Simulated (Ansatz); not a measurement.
Si₃. Total charge 0; singlet. Geometry PBE-D4/def2-TZVP, basis def2-TZVP, Ansatz.

| atom | x (Å) | y (Å) | z (Å) |
| --- | --- | --- | --- |
| Si1 | -0.7510 | 0.2356 | -0.7721 |
| Si2 | 0.1494 | -1.5188 | 0.1785 |
| Si3 | 0.6016 | 1.2833 | 0.5937 |

```tsv
run	HOMO (eV)	LUMO (eV)
A	-7.36	-2.53
B	-8.64	-1.70
C	-7.01	-2.73
D	-8.32	-1.69
E	-6.05	-3.69
F	-6.38	-3.63
```

LC-ωPBE has ω = 0.4 bohr⁻¹. B3LYP takes the VWN-RPA correlation. At PBE0-D4/def2-TZVP a triplet of charge 0 lies 0.21 eV below the restricted singlet, each at its own geometry. The structure comes from a short search, and lower isomers may exist.

The runs used B3LYP, BHLYP, CAM-B3LYP, LC-ωPBE, r2SCAN0, ωB97X-V. Estimate which is which.

A CAM-B3LYP (range-separated); B LC-ωPBE (range-separated); C BHLYP (50 % exact exchange); D ωB97X-V (range-separated); E B3LYP (20 % exact exchange); F r2SCAN0 (25 % exact exchange). Exact exchange lowers occupied and raises empty levels; among semilocal functionals meta-GGAs tend to open the gap a little, and such runs are hard to tell apart. The gap grows from 2.36 eV (B3LYP) to 6.94 eV (LC-ωPBE).
